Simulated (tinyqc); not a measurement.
Worked calculation: extended Hueckel theory, for CH3+. The parameters take no account of the charge, which enters only through the electron count. One step of it, computed by the program tinyqc.

Question. Wolfsberg-Helmholz matrix. H_ij = K' S_ij (H_ii + H_jj)/2 for i != j (the diagonal keeps H_ii), with K' = K + D^2 + D^4 (1 - K), D = (H_ii - H_jj)/(H_ii + H_jj), K = 1.75.

overlap S, lower triangle:
```
,1C 2s,1C 2px,1C 2py,1C 2pz,2H 1s,3H 1s,4H 1s
1C 2s,1.000000
1C 2px,0.000000,1.000000
1C 2py,0.000000,0.000000,1.000000
1C 2pz,0.000000,0.000000,0.000000,1.000000
2H 1s,0.496835,0.494163,0.000000,-0.000457,1.000000
3H 1s,0.496854,-0.247095,0.427963,-0.000457,0.126844,1.000000
4H 1s,0.496854,-0.247095,-0.427963,-0.000457,0.126844,0.126857,1.000000
```

diagonal H_ii (eV): 1C 2s -21.400000, 1C 2px -11.400000, 1C 2py -11.400000, 1C 2pz -11.400000, 2H 1s -13.600000, 3H 1s -13.600000, 4H 1s -13.600000

K = 1.750000

Give: H.

Answer.

H (eV), lower triangle:
```
,1C 2s,1C 2px,1C 2py,1C 2pz,2H 1s,3H 1s,4H 1s
1C 2s,-21.4000
1C 2px,0.0000,-11.4000
1C 2py,0.0000,0.0000,-11.4000
1C 2pz,0.0000,0.0000,0.0000,-11.4000
2H 1s,-15.6313,-10.8574,0.0000,0.0100,-13.6000
3H 1s,-15.6319,5.4290,-9.4029,0.0100,-3.0189,-13.6000
4H 1s,-15.6319,5.4290,9.4029,0.0100,-3.0189,-3.0192,-13.6000
```
